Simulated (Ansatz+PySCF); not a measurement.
The numbers below are computed, except where a source is named.
Input for Ansatz (development build ahead of 0.2.0):

```yaml
crystal:
  periodic: [false, false, false]
  atoms:
    - { symbol: "N", position_ang: [0.0, 0.0, -0.82331] }
    - { symbol: "N", position_ang: [0.0, 0.0, 0.82331] }
basis:
  gaussian: { orbitals: "6-31G" }
magnetization:
  spin_polarized: true
hamiltonian:
  xc: hf
scf:
  omitted_lower_state_checks: [starts, atomic_configurations, cluster_reference, orbital_swaps, given_window_search, neighbouring_geometries, increment]
```

The input is written out in the form of the current development build from the run's settings.

Results

```yaml
Converged: yes
Total_energy: -108.74704 hartree
Spin_squared_of_the_determinant: 2.157
Stability_test: minimum
```

Caution: the unrestricted determinant is a mixture of spin states; the determinant breaks the point group.
